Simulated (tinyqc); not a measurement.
UKS/LDA (VWN5) in the sto-3g basis, for CH2, spin multiplicity 3, step by step. One step of it, computed by the program tinyqc.

Problem. Iteration 66 (converged): orbitals. Diagonalise F' = X^T F X, C = X C', fill 5 alpha and 3 beta electrons from the bottom; D(s) = C_occ C_occ^T. Each column has its largest component positive (the first on a tie).

converged F(alpha) (hartree), lower triangle:
```
            1C 1s      1C 2s     1C 2px     1C 2py     1C 2pz      2H 1s      3H 1s
1C 1s   -9.527410
1C 2s   -2.652039  -1.132912
1C 2px   0.000000   0.000000  -0.079338
1C 2py   0.000000   0.000000   0.000000  -0.088598
1C 2pz   0.000732  -0.008434   0.000000   0.000000  -0.095924
2H 1s   -0.245809  -0.251940   0.000000  -0.140127  -0.101126  -0.162036
3H 1s   -0.245809  -0.251940   0.000000   0.140127  -0.101126  -0.045004  -0.162036
```

converged F(beta) (hartree), lower triangle:
```
            1C 1s      1C 2s    1C 2px     1C 2py     1C 2pz      2H 1s      3H 1s
1C 1s   -9.496299
1C 2s   -2.630507  -1.025627
1C 2px   0.000000   0.000000  0.056215
1C 2py   0.000000   0.000000  0.000000  -0.014709
1C 2pz  -0.004993  -0.048703  0.000000   0.000000   0.016834
2H 1s   -0.244065  -0.238977  0.000000  -0.133138  -0.098146  -0.147840
3H 1s   -0.244065  -0.238977  0.000000   0.133138  -0.098146  -0.043399  -0.147840
```

X, lower triangle:
```
            1C 1s      1C 2s    1C 2px     1C 2py     1C 2pz      2H 1s     3H 1s
1C 1s    1.025467
1C 2s   -0.137751   1.090229
1C 2px   0.000000   0.000000  1.000000
1C 2py   0.000000   0.000000  0.000000   1.051373
1C 2pz  -0.005275   0.040964  0.000000   0.000000   1.025429
2H 1s    0.016827  -0.153953  0.000000  -0.137795  -0.096009   1.070341
3H 1s    0.016827  -0.153953  0.000000   0.137795  -0.096009  -0.008663  1.070341
```

Give: F' = X^T F X; orbital energies; coefficients C; F' = X^T F X; orbital energies; coefficients C; D(alpha) after iteration 66; D(beta) after iteration 66.

Solution.

F' = X^T F X (alpha) (hartree), lower triangle:
```
        1       2       3       4       5       6       7
1  -9.306
2  -1.440  -0.591
3   0.000   0.000  -0.079
4   0.000   0.000   0.000  -0.021
5  -0.014   0.035   0.000   0.000  -0.063
6   0.004  -0.131   0.000  -0.134  -0.092  -0.068
7   0.004  -0.131   0.000   0.134  -0.092  -0.011  -0.068
```

orbital energies (alpha) (hartree): MO1 -9.538, MO2 -0.452, MO3 -0.229, MO4 -0.162, MO5 -0.079, MO6 0.113, MO7 0.152

coefficients C (alpha):
```
           MO1     MO2     MO3     MO4    MO5     MO6     MO7
1C 1s    0.991  -0.255   0.000   0.105  0.000  -0.118   0.000
1C 2s    0.037   0.874   0.000  -0.442  0.000   0.545   0.000
1C 2px   0.000   0.000   0.000   0.000  1.000   0.000   0.000
1C 2py   0.000   0.000   0.564   0.000  0.000   0.000   0.908
1C 2pz   0.002   0.047   0.000   0.731  0.000   0.732   0.000
2H 1s   -0.006   0.203   0.471   0.359  0.000  -0.654  -0.616
3H 1s   -0.006   0.203  -0.471   0.359  0.000  -0.654   0.616
```

F' = X^T F X (beta) (hartree), lower triangle:
```
        1       2      3       4       5       6       7
1  -9.277
2  -1.435  -0.480
3   0.000   0.000  0.056
4   0.000   0.000  0.000   0.057
5  -0.015  -0.004  0.000   0.000   0.051
6   0.003  -0.132  0.000  -0.138  -0.095  -0.054
7   0.003  -0.132  0.000   0.138  -0.095  -0.012  -0.054
```

orbital energies (beta) (hartree): MO1 -9.505, MO2 -0.378, MO3 -0.195, MO4 -0.057, MO5 0.056, MO6 0.168, MO7 0.209

coefficients C (beta):
```
           MO1     MO2     MO3     MO4    MO5     MO6     MO7
1C 1s    0.991  -0.231   0.000  -0.159  0.000  -0.100   0.000
1C 2s    0.035   0.779   0.000   0.654  0.000   0.470   0.000
1C 2px   0.000   0.000   0.000   0.000  1.000   0.000   0.000
1C 2py   0.000   0.000   0.491   0.000  0.000   0.000   0.950
1C 2pz   0.003   0.138   0.000  -0.590  0.000   0.840   0.000
2H 1s   -0.006   0.274   0.518  -0.421  0.000  -0.587  -0.577
3H 1s   -0.006   0.274  -0.518  -0.421  0.000  -0.587   0.577
```

D(alpha) after iteration 66, lower triangle:
```
         1C 1s   1C 2s  1C 2px  1C 2py  1C 2pz   2H 1s  3H 1s
1C 1s    1.057
1C 2s   -0.233   0.960
1C 2px   0.000   0.000   1.000
1C 2py   0.000   0.000   0.000   0.318
1C 2pz   0.066  -0.282   0.000   0.000   0.536
2H 1s   -0.020   0.018   0.000   0.266   0.272   0.391
3H 1s   -0.020   0.018   0.000  -0.266   0.272  -0.052  0.391
```

D(beta) after iteration 66, lower triangle:
```
         1C 1s  1C 2s  1C 2px  1C 2py  1C 2pz   2H 1s  3H 1s
1C 1s    1.036
1C 2s   -0.145  0.608
1C 2px   0.000  0.000   0.000
1C 2py   0.000  0.000   0.000   0.241
1C 2pz  -0.029  0.108   0.000   0.000   0.019
2H 1s   -0.069  0.213   0.000   0.254   0.038   0.344
3H 1s   -0.069  0.213   0.000  -0.254   0.038  -0.193  0.344
```
